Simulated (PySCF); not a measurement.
Calculation: PBE-D3(BJ)/def2-TZVP // ωB97X-D3(BJ)/def2-TZVP in PySCF. All species are isolated molecules in the gas phase. Excitations are Tamm–Dancoff values on a coarser integration grid. The basis has no diffuse functions, so Rydberg states are missing or too high.

Reference species (SMILES): `[F][Al]([F])[F]` (neutral, multiplicity 1).

The LUMO is -2.43 eV and the T1 excitation (TDA) is 7.07 eV. The HOMO–LUMO gap is 7.19 eV.

Changed species: `[Al]([F])([Cl])[Cl]` (2 of 3 F replaced by Cl; the reference has 0 of 3 F replaced by Cl).

Question: Predict the effect on the LUMO, T1 excitation (TDA) and HOMO–LUMO gap.

Answer: the LUMO rises by 0.25 eV, to -2.18 eV; the T1 excitation (TDA) falls by 1.19 eV, to 5.88 eV; the HOMO–LUMO gap falls by 1.18 eV, to 6.01 eV.
